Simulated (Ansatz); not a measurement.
C₄H₄F₂, SMILES `F[C@@H]1C=C[C@H]1F`. Charge 0, multiplicity 1.

```xyz
10

F    -1.1479   -0.8104    1.5678
C    -0.3276    0.0573    0.8872
C    -0.8738    0.6657   -0.3712
C     0.1484    0.2502   -1.1224
C     0.7451   -0.5845   -0.0274
F     2.0562   -0.3364    0.3024
H     0.0999    0.7604    1.6065
H    -1.7714    1.2385   -0.5655
H     0.4546    0.4241   -2.1459
H     0.6165   -1.6648   -0.1315
```

Problem. Give the diagnostics of a CCSD(T)/def2-TZVPP run (frozen core, the Gaussian-basis code of Ansatz). (Estimate.)

Solution. Computed: T1 = 0.0114, largest single amplitude 0.014, largest double 0.092, (T) share of the correlation energy 3.8 %, 9 CCSD cycles. The RHF solution is stable towards an unrestricted one. T1 lies under the customary mark of 0.02 for closed shells.
